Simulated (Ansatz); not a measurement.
Reaction: CH5B (methylborane, SMILES CB) → BH2 (SMILES [BH2], doublet) + CH3 (SMILES [CH3], doublet) (the B-C bond breaks)
Each species at its own B3LYP-D3(BJ)/def2-TZVP minimum (Ansatz, a first-principles code).

Total energies in hartree (Ansatz). Radicals and triplets start from unrestricted determinants; spin-orbit coupling is neglected. Correlated methods leave the cores frozen. No relativity.

```tsv
species	HF/cc-pVTZ	CCSD(T)/cc-pVTZ	HF/cc-pVQZ	CCSD(T)/cc-pVQZ	CCSDT(Q)/cc-pVTZ
1: CH5B (SMILES BC)	-65.46636	-65.79654	-65.47069	-65.81578	-65.79754
2: BH2 (SMILES [BH2], doublet)	-25.76030	-25.86304	-25.76199	-25.86898	-25.86351
3: CH3 (SMILES [CH3], doublet)	-39.57748	-39.76098	-39.58026	-39.77245	-39.76156
```

### Question
Work out the bond dissociation energy (electronic) in kJ/mol: take Hartree-Fock from cc-pVQZ, extrapolate the CCSD(T) correlation energy as X^-3 (X = 3, 4), and add CCSDT(Q) - CCSD(T) in cc-pVTZ. 1 hartree = 2625.5 kJ/mol.

### Answer

Species 1: correlation (64·(-0.34509) - 27·(-0.33018))/37 = -0.35597; step -0.00100; E1 = -65.47069 + (-0.35597) + (-0.00100) = -65.82766
Species 2: correlation (64·(-0.10699) - 27·(-0.10274))/37 = -0.11009; step -0.00047; E2 = -25.76199 + (-0.11009) + (-0.00047) = -25.87255
Species 3: correlation (64·(-0.19219) - 27·(-0.18350))/37 = -0.19853; step -0.00058; E3 = -39.58026 + (-0.19853) + (-0.00058) = -39.77937
-1·E1 +1·E2 +1·E3 = 0.17574 hartree = 461.4 kJ/mol.
